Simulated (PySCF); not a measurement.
Reproducing measurements on (E)-2-butenenitrile

**What was measured.**

From NIST CCCBDB Release 22 (SRD 101), experimental dipoles, for the gas: dipole moment (dielectric constant and refractivity) 4.5 D.

From NIST CCCBDB Release 22 (SRD 101), experimental polarizabilities, for the gas: mean polarisability 8.201 Å³.

The results are set against them at the end.

Species: (E)-2-butenenitrile, C₄H₅N.
Numbering: `[CH3:1]/[CH:2]=[CH:3]/[C:4]#[N:5]` (hydrogens: H6, H7, H8 on C1; H9 on C2; H10 on C3)

Structure used (PBE0-D3(BJ)/def2-TZVP), in Å, numbered top down from 1:
```xyz
10
C4H5N angstrom
C     -1.3235    0.0245    0.7768
C     -0.1059   -0.4140    0.0530
C      0.7965    0.4145   -0.4735
C      1.9517   -0.0473   -1.1596
N      2.8970   -0.3943   -1.7202
H     -2.2214   -0.3664    0.2886
H     -1.3979    1.1114    0.8262
H     -1.3267   -0.3728    1.7965
H      0.0534   -1.4843   -0.0492
H      0.6831    1.4918   -0.3984
```

The PySCF runs (gas phase, on this PBE0-D3(BJ)/def2-TZVP geometry; no spin–orbit coupling):

| level | job | basis functions | wall time |
| --- | --- | --- | --- |
| PBE0-D3(BJ)/def2-TZVP, grid level 2 | geometry optimisation from a GFN2-xTB start shaken at random | 185 | 1.7 min |
| B97-2/pcSseg-2 | shieldings | 250 | 26 s |
| KT3/pcSseg-2 | shieldings | 250 | 33 s |
| PBE0/pcSseg-2 | shieldings, charges and field gradients | 250 | 23 s |
| wB97X-D/pcSseg-2 | shieldings | 250 | 28 s |
| CAM-B3LYP/aug-cc-pVTZ | 10 singlets by full TDDFT, 4 Tamm–Dancoff triplets, polarisability | 345 | 56 s |
| PBE0/aug-cc-pVTZ | 10 singlets by full TDDFT, 4 Tamm–Dancoff triplets, polarisability, dynamic polarisability | 345 | 45 s |
| wB97X-D/aug-cc-pVTZ | 10 singlets by full TDDFT, 4 Tamm–Dancoff triplets, polarisability, ΔSCF ions | 345 | 90 s |

Hardware: Intel Xeon Platinum 8488C, one thread, on a shared host.

Results beside the measurements:

**Dipole moment.** Measured: 4.5 D (NIST CCCBDB Release 22 (SRD 101), experimental dipoles).

```csv
level,computed (D),computed − measured (D),% (from the printed values)
PBE0-D3(BJ)/def2-TZVP,4.82,+0.32,+7
B97-2/pcSseg-2,4.84,+0.34,+8
KT3/pcSseg-2,4.70,+0.20,+4
PBE0/pcSseg-2,4.86,+0.36,+8
wB97X-D/pcSseg-2,4.87,+0.37,+8
CAM-B3LYP/aug-cc-pVTZ,4.89,+0.39,+9
PBE0/aug-cc-pVTZ,4.87,+0.37,+8
wB97X-D/aug-cc-pVTZ,4.86,+0.36,+8
```

Closest is KT3/pcSseg-2 (+0.20 D), furthest CAM-B3LYP/aug-cc-pVTZ (+0.39 D); one molecule doesn't rank methods. All 8 levels lie above the measurement. The computed dipoles belong to one fixed geometry; measured ones are averaged over vibrations unless marked μe. Magnitudes are compared, not signs.

**Mean polarisability.** Measured: 8.201 Å³ (NIST CCCBDB Release 22 (SRD 101), experimental polarizabilities).

```json
{"level": "CAM-B3LYP/aug-cc-pVTZ", "computed (Å³)": "8.340", "computed − measured (Å³)": "+0.139", "% (from the printed values)": "+2"}
{"level": "PBE0/aug-cc-pVTZ", "computed (Å³)": "8.394", "computed − measured (Å³)": "+0.193", "% (from the printed values)": "+2"}
{"level": "wB97X-D/aug-cc-pVTZ", "computed (Å³)": "8.353", "computed − measured (Å³)": "+0.152", "% (from the printed values)": "+2"}
```

Closest is CAM-B3LYP/aug-cc-pVTZ (+0.139 Å³), furthest PBE0/aug-cc-pVTZ (+0.193 Å³); one molecule doesn't rank methods. All 3 levels lie above the measurement. The computed values are static and purely electronic, with core orbitals frozen in the response (1 au = 0.148185 Å³). The table of measured values doesn't say here whether a value is static or optical, or holds a vibrational part.

No measured geometry was used, and the causes of the misses weren't examined.
